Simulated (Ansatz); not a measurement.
# C4H8: a ladder of functionals and wavefunction methods

How much do the methods differ for C4H8? The plan is to run it at one geometry with functionals of several rungs and with coupled cluster. The yardstick is the atomisation energy at the CCSD(T) limit.

Computed with Ansatz 0.2.0, Gaussian basis. Level: functionals in def2-TZVPP, the program's frozen cores in correlated methods.

Levels to be run: LDA (SPW92), PBE-D4, revPBE-D4, BLYP-D4, r2SCAN-D4, B97M-V, PBE0-D4, B3LYP-D4, r2SCANh-D4, r2SCAN0-D4, HSE06-D4, BHLYP-D4, CAM-B3LYP-D4, LC-ωPBE, ωB97X-V, ωB97M-V, B2PLYP, PBE-QIDH; CCSD(T)/def2-SVP; CCSD(T)/def2-TZVPP; MP2/def2-QZVPP; extrapolation to the limit; RPA on PBE.

## (1) Structure used throughout

The geometry comes from an earlier relaxation with PBE0-D4 in a triple-zeta def2 set; it is a stationary point, not always the lowest conformer.

SMILES `C/C=C/C`, 12 atoms, charge 0, spin multiplicity 1.

Atoms are counted from 1 here; the program's logs count them from 0.

Bond lengths: C1–C2 1.490 Å, C1–H5 1.095 Å, C1–H6 1.095 Å, C1–H7 1.092 Å, C2–C3 1.327 Å, C2–H8 1.090 Å, C3–C4 1.490 Å, C3–H9 1.090 Å, C4–H10 1.095 Å, C4–H11 1.095 Å, C4–H12 1.092 Å. Angles: C2–C1–H5 111.2°, C2–C1–H6 111.2°, C2–C1–H7 111.4°, H5–C1–H6 106.6°, H5–C1–H7 108.1°, H6–C1–H7 108.1°, C1–C2–C3 125.1°, C1–C2–H8 116.4°, C3–C2–H8 118.4°, C2–C3–C4 125.1°, C2–C3–H9 118.4°, C4–C3–H9 116.4°, C3–C4–H10 111.2°, C3–C4–H11 111.2°, C3–C4–H12 111.4°, H10–C4–H11 106.6°, H10–C4–H12 108.1°, H11–C4–H12 108.1°.

Coordinates:

```
atom     x (Å)     y (Å)     z (Å)
  C1  -1.63388   0.84780   0.62061
  C2  -0.41584   0.48213  -0.15593
  C3   0.42863  -0.49133   0.16159
  C4   1.64668  -0.85698  -0.61494
  H5  -2.53695   0.75621   0.00841
  H6  -1.59068   1.88790   0.95974
  H7  -1.75281   0.20935   1.49846
  H8  -0.21707   1.06966  -1.05204
  H9   0.22984  -1.07887   1.05769
 H10   2.54967  -0.76594  -0.00254
 H11   1.60325  -1.89691  -0.95458
 H12   1.76596  -0.21812  -1.49245
```

## (2) LDA

This LDA is Slater exchange with PW92 correlation.

in.yaml reads:

```yaml
crystal:
  periodic: [false, false, false]
  atoms:
    - {symbol: C, position_ang: [-1.633880, 0.847798, 0.620608]}
    - {symbol: C, position_ang: [-0.415840, 0.482131, -0.155933]}
    - {symbol: C, position_ang: [0.428628, -0.491332, 0.161586]}
    - {symbol: C, position_ang: [1.646684, -0.856977, -0.614939]}
    - {symbol: H, position_ang: [-2.536951, 0.756213, 0.008406]}
    - {symbol: H, position_ang: [-1.590675, 1.887903, 0.959742]}
    - {symbol: H, position_ang: [-1.752812, 0.209347, 1.498455]}
    - {symbol: H, position_ang: [-0.217072, 1.069664, -1.052044]}
    - {symbol: H, position_ang: [0.229841, -1.078871, 1.057690]}
    - {symbol: H, position_ang: [2.549673, -0.765939, -0.002544]}
    - {symbol: H, position_ang: [1.603246, -1.896912, -0.954583]}
    - {symbol: H, position_ang: [1.765957, -0.218122, -1.492445]}
basis:
  gaussian: {orbitals: def2-TZVPP}
hamiltonian: {xc: lda}
output: {orbitals: {seedname: orbitals}}
```

The run is started by

```sh
$ ansatz run in.yaml --threads 4 --pin off --events-out ev --progress --plain --max-ram 10444MiB
```

The runs that follow: PBE-D4 (GGA); revPBE-D4 (GGA); BLYP-D4 (GGA); r2SCAN-D4 (meta-GGA); B97M-V (meta-GGA); B3LYP-D4 (hybrid); r2SCANh-D4 (hybrid); r2SCAN0-D4 (hybrid); HSE06-D4 (hybrid); BHLYP-D4 (hybrid); CAM-B3LYP-D4 (range-separated); LC-ωPBE (range-separated); ωB97X-V (range-separated); ωB97M-V (range-separated); B2PLYP (double hybrid); PBE-QIDH (double hybrid); CCSD(T) in def2-SVP; CCSD(T) in def2-TZVPP; MP2 in def2-QZVPP; RPA on PBE orbitals.

**Question.** What will the summary of the whole plan be? Wanted: atomisation energy, CCSD(T)/CBS; farthest beyond LDA; mean size of error, GGA; mean size of error, meta-GGA; mean size of error, hybrid; mean size of error, range-separated; mean size of error, double hybrid; gap, smallest and largest; T1 diagnostic.

**Answer**, as computed:

| quantity | value |
| --- | --- |
| atomisation energy, CCSD(T)/CBS | 4837.9 kJ/mol |
| functionals within 24.2 kJ/mol (0.5 %) | revPBE-D4, BLYP-D4, r2SCAN-D4, B97M-V, B3LYP-D4, r2SCANh-D4, LC-ωPBE, ωB97X-V, ωB97M-V, PBE-QIDH |
| farthest beyond LDA | PBE-D4 (+98.9 kJ/mol) |
| mean size of error, GGA | 35.8 kJ/mol |
| mean size of error, meta-GGA | 15.9 kJ/mol |
| mean size of error, hybrid | 37.3 kJ/mol |
| mean size of error, range-separated | 12.3 kJ/mol |
| mean size of error, double hybrid | 15.6 kJ/mol |
| gap, smallest and largest | 5.40 eV (LDA (SPW92)), 12.68 eV (LC-ωPBE) |
| T1 diagnostic | 0.0096 |
| triples share of the correlation energy | 3.9 % |

In words: The LDA atomisation energy is off by 635.3 kJ/mol (13 %): it overbinds. PBE-D4 is off by +98.9 kJ/mol. Double hybrids carry the basis error of their MP2 part in triple zeta, and no dispersion term here, so their miss is partly the set-up's. The rungs range-separated, double hybrid, meta-GGA miss on average by less than the doubt on the reference (24.2 kJ/mol), so they tie. Misses under about 24.2 kJ/mol are within the doubt on the reference itself, which lacks core-valence correlation, relativity and higher excitations. Hartree-Fock recovers 76 % of the binding; the rest is correlation. CCSD(T) in def2-SVP is off by -168.5 kJ/mol, so the small basis spoils what the method gains. The gap grows from 5.4 to 12.7 eV across the functionals, mostly with the share of exact exchange.
